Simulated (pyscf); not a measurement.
Structures and frequencies: ωB97X-D3(BJ)/def2-SVP in PySCF.

Estimate the classical barrier height and the reaction energy of F–SiH(F)–F (SMILES F[SiH](F)F) + NH₃ (SMILES N) → H₂N–Si(F)(F)–F (SMILES N[Si](F)(F)F) + H₂ (SMILES [H][H]) at ωB97M-D3(BJ)/def2-TZVP. The step runs on the singlet surface, breaks H–Si, H–N and forms N–Si, H–H; take the separated reactants as zero.

ΔE‡ = 36.3 kcal/mol, ΔE = -12.8 kcal/mol. Zero-point energy shifts the barrier by -1.2 kcal/mol. It is a four-centre exchange, with an imaginary mode of 1504i cm⁻¹. On the reactant side the descent ends in an adduct with a N–Si contact (not fully relaxed), 2.7 kcal/mol over the separated species and 33.3 kcal/mol under the saddle at ωB97X-D3(BJ)/def2-TZVP. What is counted as formed (N–Si) is already present as a longer contact in the reactant adduct; forming that adduct is a step of its own. One saddle was located; it need not be the lowest between these sides.
